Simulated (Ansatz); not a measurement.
A calculation with Ansatz (development build ahead of 0.2.0).

```yaml
crystal:
  periodic: [false, false, false]
  atoms:
    - { symbol: "N", position_ang: [0.0, 0.0, 0.0] }
    - { symbol: "N", position_ang: [0.0, 2.3759, 1.3717] }
    - { symbol: "N", position_ang: [0.0, -2.3759, 1.3717] }
basis:
  gaussian: { orbitals: pcseg-2 }
magnetization:
  spin_polarized: true
  initial_magnetization: 3
hamiltonian:
  xc: r2scan
```

The input is written out in the form of the current development build from the run's settings.

Output:

```yaml
Converged: yes
Total_energy: -163.74434 hartree
Spin_squared_of_the_determinant: 6.603
Stability_test: minimum
```

Caution: the unrestricted determinant is a mixture of spin states; other spin multiplicities may lie lower.
